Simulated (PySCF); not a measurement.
Gas-phase reaction: AlOH + Al(OH)3 = 2 H2O + Al2O2

Energies from PySCF, thermal terms from the rigid-rotor harmonic-oscillator model, ideal gas at 1 bar. S°(298 K) at PBE0/def2-TZVP differs from the NASA 1993 table for AlOH (+24 J/mol/K), Al2O2 (-11 J/mol/K); whether the harmonic model or the table's entry is off was not settled. † marks an energy on the PBE0/def2-TZVP geometry and frequencies. CCSD(T) freezes the core. All species are closed-shell singlets. B3LYP is the form with VWN-RPA correlation. Al(OH)3: computed as isolated molecules; such fragments, hydroxides, amides, oligomers or adducts are transient or little studied in the gas. CCSD(T) isn't extrapolated to the basis-set limit; its ΔH°(298 K) is 311.1 kJ in def2-SVP and 302.4 kJ in def2-TZVPP. The harmonic model lacks anharmonicity and excited electronic states, which grow with temperature; levels with a mode under 35 cm⁻¹ are left out. Strong static correlation: Al2O2. Soft modes under 120 cm⁻¹ make the harmonic entropy rough for AlOH. Warning, large T1 diagnostic: Al2O2 (CCSD(T)/def2-SVP†, CCSD(T)/def2-TZVPP†).

```csv
level,"ΔE electronic, kJ","ΔH°(298 K), kJ","ΔS°(298 K), J/K","ΔG°(1400 K), kJ"
B3LYP/def2-TZVP†,330,327,102,206
BLYP/def2-TZVP†,290,287,102,166
CCSD(T)/def2-SVP†,314,311,102,191
CCSD(T)/def2-TZVPP†,306,302,102,182
HF/def2-TZVP†,472,469,102,349
M06-2X/def2-TZVP†,371,368,102,248
PBE/def2-TZVP†,281,278,102,158
PBE0/def2-QZVP†,326,322,102,202
PBE0/def2-SVP†,351,347,102,227
r2SCAN/def2-TZVP†,313,310,102,190
ωB97M-V/def2-TZVP†,370,366,102,246
```
ΔH° is lowest at PBE/def2-TZVP† and highest at HF/def2-TZVP†. No reference value is set beside these.
